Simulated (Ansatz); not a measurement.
BF (`[B]F`), relaxed with RKS PBE-D4/def2-SVP in the Gaussian-basis code of Ansatz from a rough embedded geometry. The force threshold is 0.03 eV/Å; the program also tests the step.

The species carries charge 0 and has multiplicity 1.

Start:

```xyz
2

B    -0.200    0.589    0.026
F     0.200   -0.589   -0.026
```

(1) How much energy does the relaxation release, and in how many steps? (Estimate.)

(2) Which bonds change most? (Estimate.)

(3) Give the relaxed structure. (An estimate is asked.)

Answers

(1) Ansatz gave: 2.29 kJ/mol, in 3 steps.

(2) The calculation gave: B1–F2 from 1.244 to 1.275 Å.

(3) Computed: 
```xyz
2

B    -0.205    0.603    0.027
F     0.205   -0.603   -0.027
```
